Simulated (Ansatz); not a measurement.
`N#C/C=C/F` + H₂O → `O/C=C\F` + `C#N` at 600 K and 1 bar (formal hydrolysis of a C–C bond).

Gas-phase electronic energies from Ansatz, PBE0-D4/def2-TZVP geometries. CBS: MP2 limit from def2 TZ/QZ plus the TZ coupled-cluster correction, frozen cores. This one scheme is used for every species. Double bonds are as drawn, so ΔE can hold a change between cis and trans. One conformer a species, not always the lowest.

| species | CCSD(T)/CBS energy (Eh) | H − E (kJ/mol) | S (J/(mol·K)) |
| --- | --- | --- | --- |
| `N#C/C=C/F` | -269.79876 | 156.6 | 354.4 |
| H₂O | -76.37941 | 76.8 | 212.8 |
| `O/C=C\F` | -252.83247 | 169.3 | 333.8 |
| `C#N` | -93.32098 | 64.3 | 228.4 |

H − E and S are ideal-gas, rigid-rotor, harmonic terms from PBE0-D4/def2-TZVP, for one conformer and one mirror image of each species. 1 Eh = 2625.50 kJ/mol, R = 8.31446 J/(mol·K).

By hand: ΔE, ΔH, ΔS and ΔG.

ΔE = (-252.83247) + (-93.32098) − (-269.79876) − (-76.37941) = 0.02472 Eh = 64.9 kJ/mol. Δ(H − E) = 169.3 + 64.3 − 156.6 − 76.8 = 0.2, so ΔH = 65.1 kJ/mol. ΔS = 333.8 + 228.4 − 354.4 − 212.8 = -5.0 J/(mol·K). ΔG = 65.1 − 600 × (-5.0)/1000 = 68.1 kJ/mol.

By hand: the equilibrium constant, and the temperature at which ΔG would vanish if ΔH and ΔS stayed fixed.

log₁₀ K = −ΔG/(RT ln 10) = -5.9. ΔH and −TΔS have one sign here, so there is no such temperature.

The number of gas molecules stays the same, so ΔS is small and ΔH decides. A doubt of 5 kJ/mol in ΔE shifts log₁₀ K by 0.4 here. Other conformers and mirror images would add mixing entropy, several J/(mol·K) or more a flexible species. These are equilibria of isolated gas molecules and say nothing of rates. Largest T1 diagnostic: 0.014 (customary marks: 0.02 for closed shells, 0.045 for open ones).

ΔS is within the doubt of such terms, so its sign, and with it that verdict, could turn.
